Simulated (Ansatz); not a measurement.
Worked example: correlation energy of SiH4, singlet

Geometry: a PBE0/def2-TZVP stationary point for this spin, not checked as a minimum.

```xyz
5

Si    0.0000    0.0000    0.0000
H     0.8558    0.8587    0.8568
H    -0.8596   -0.8544    0.8574
H    -0.8547    0.8555   -0.8611
H     0.8584   -0.8599   -0.8531
```

Basis cc-pVDZ; Ansatz 0.2.0. Only valence electrons are correlated (noble-gas cores frozen), which leaves 8 electrons in 33 orbitals. Prefix R: restricted or restricted open-shell reference.

Full CI isn't at hand for all of this; RCCSDT(Q) serves as the reference, and is uncertain by about the last step of the cluster series.

Runs differ by some tens of microhartree through their thresholds, so steps under 0.03 kcal/mol mean nothing.

```tsv
level	total energy (hartree)
RHF	-291.242904
RMP2	-291.359304
RCCSD	-291.390304
RCCSD(T)	-291.392750
RCCSDT	-291.393337
RCCSDT(Q)	-291.393398
```

Problem. What is the correlation energy at RCCSDT(Q), and what share of it do RMP2 and RCCSD recover?

Solution. E(corr) = -291.393398 − (-291.242904) = -0.150494 hartree = -4.095 eV. RMP2: -0.116400 / -0.150494 = 77.35 %. RCCSD: -0.147400 / -0.150494 = 97.94 %.

Problem. By how many kcal/mol does RCCSD(T) miss RCCSDT(Q) (1 hartree = 627.509 kcal/mol), and which steps make up the rest?

Solution. -291.392750 − (-291.393398) = 0.000648 hartree = 0.41 kcal/mol. Steps: RCCSDT − RCCSD(T) = -0.37, RCCSDT(Q) − RCCSDT = -0.04 kcal/mol. That is within 1 kcal/mol of the reference in this basis, which itself misses far more of the correlation at the basis-set limit.
